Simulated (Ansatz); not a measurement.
A made-up structure of C₂H₅Si (charge +1), singlet:

C1  (-0.751, 0.851, -1.254)
C2  (-0.106, 0.285, -0.321)
Si3  (0.693, -0.681, 1.065)
H4  (-1.725, 0.490, -1.601)
H5  (-0.334, 1.740, -1.744)
H6  (0.775, 0.203, 2.241)
H7  (1.932, -1.280, 0.541)
H8  (-1.126, 0.719, -0.271)
(Å)

It is relaxed with PBE-D4/def2-SVP and then PBE0-D4/def2-TZVP (Ansatz 0.2.0). Atoms count as bonded within 1.22 times the sum of their covalent radii (H–H: 0.88 Å). The end point is not checked to be a true minimum.

**Question.** Does its bonding change? (A judgement: the text doesn't fix the answer.)

**Answer.** Computed: Yes. Formed: none; broken: C2–H8.

Where it ends: The first stage lowers the energy by 1.85 eV in 9 steps. It ends as C₂H₅Si ([CH3][C][SiH2]), total charge +1:
```xyz
8
angstrom
C -0.7869 0.7928 -1.3036
C -0.0434 0.2426 -0.3145
Si 0.8789 -0.4358 0.9515
H -1.7023 0.3147 -1.6627
H -0.4733 1.7095 -1.8107
H 0.5721 -0.0193 2.3250
H 1.9159 -1.3924 0.5468
H -1.0043 1.1148 -0.0755
```

Labels in which every atom is bracketed show which atoms are joined, not bond orders.

For scale, one of the runs: PBE0-D4/def2-TZVP relaxation, 129 basis functions, launched by `ansatz run in.yaml --threads 2 --pin off --events-out ev --progress --plain --max-ram 4352MiB`. The run took about 19 s on 2 CPU threads of an Arm Neoverse V1 (shared host).
